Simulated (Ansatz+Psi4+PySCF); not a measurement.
Results of a calculation; reference values are marked as such.
A run of Ansatz (development build ahead of 0.2.0) on singlet H₂O at this shape:

```xyz
3

O     0.0000    0.0000    0.1193
H     0.0000    1.5265   -1.0734
H     0.0000   -0.7632   -0.4770
```

Its results:

* Converged: yes
* Reference energy: -75.83513 hartree
* Correlation energy: -0.30134 hartree
* Total energy: -76.13647 hartree
* Spin squared of the determinant: 0.000
* Stability test: minimum among restricted orbitals
* Occupied orbitals by symmetry in an Abelian subgroup (alpha; beta): 4 A' 1 A''; 4 A' 1 A''

Messages of the program:
```
mean field -2063.57900484 eV, -75.8351296838 hartree, gradient 1.6e-6 eV, S^2 0.000000; 0 other ends of descents recorded, 0 dependent functions left out; unrestricted orbitals would lower it
unrestricted determinant -2065.95174266 eV, -75.9223261905 hartree, S^2 0.8944
```

Q: Which input gives this output? Name the method, the orbitals and the basis set, and write the input.

A: RHF-MP2 in cc-pVTZ. An unrestricted run that stays on the closed shell gives the same numbers.

```yaml
crystal:
  periodic: [false, false, false]
  atoms:
    - { symbol: O, position_ang: [0.0, 0.0, 0.11926] }
    - { symbol: H, position_ang: [0.0, 1.52648, -1.07336] }
    - { symbol: H, position_ang: [0.0, -0.76324, -0.47705] }
basis:
  gaussian: { orbitals: cc-pVTZ }
hamiltonian:
  xc: hf
correlation:
  method: mp2
  frozen_orbitals: { H: 0, O: 1 }
```

Caution: large amplitudes, a single reference is doubtful; an unrestricted determinant lies well below.
